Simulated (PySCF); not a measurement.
`O[SiH2]` (H3OSi•): removing and adding an electron

System: `O[SiH2]` (H3OSi•, doublet). Non-hydrogen atoms are numbered in `[OH:1][SiH2:2]`.

Computed at ωB97X-D3(BJ)/ma-def2-TZVP // PBE0-D3(BJ)/ma-def2-SVP with PySCF (density fitting, grid level 2). ωB97X-D3(BJ) is ωB97X-V with D3(BJ) in place of VV10. Thermal corrections: PBE0-D3(BJ)/ma-def2-SVP frequencies, unscaled, ideal gas at 298.15 K and 1 bar, quasi-RRHO entropy.

Frontier levels of the parent: HOMO -8.23 eV, LUMO -0.54 eV.

Oxidation to the singlet cation:
- Vertical ionisation energy (electronic): 8.44 eV
- Adiabatic ionisation energy (with zero-point energy): 7.34 eV
- Adiabatic, electronic part: 7.31 eV
- Vertical gap at the product's structure: 6.59 eV
- Inner reorganisation energy (four-point): 1850 meV
- Relaxation of product / of parent: 1129 / 720 meV
- Largest changes of atomic charge: Si2 0.64, H (on Si2) 0.10, H (on Si2) 0.10, O1 0.09
- Distances that move most (Å): O1–Si2 1.678 → 1.585; Si2–H 1.503 → 1.477; Si2–H 1.493 → 1.472; O1–H 0.961 → 0.969

Vertical ionisation energy to the triplet cation: 12.00 eV. This state was not relaxed.

Reduction to the singlet anion:
* Vertical electron affinity (electronic): 0.56 eV
* Adiabatic electron affinity (with zero-point energy): 1.20 eV
* Adiabatic, electronic part: 1.15 eV
* Vertical gap at the product's structure: 1.99 eV
* Inner reorganisation energy (four-point): 1426 meV
* Relaxation of product / of parent: 590 / 836 meV
* Largest changes of atomic charge: Si2 -0.68, H (on Si2) -0.11, H (on Si2) -0.09
* Distances that move most (Å): O1–Si2 1.678 → 1.786; Si2–H 1.493 → 1.569; Si2–H 1.503 → 1.569

Vertical electron affinity to the triplet anion: -0.75 eV. This state was not relaxed. The value is negative, so the extra electron is not bound, and the number hangs on the basis.

Structures, frequencies and single points took 89 s of wall time on 1 thread of AMD EPYC 7B13 (shared host), launched as `OMP_NUM_THREADS=1 python redox_run.py task.json out`.
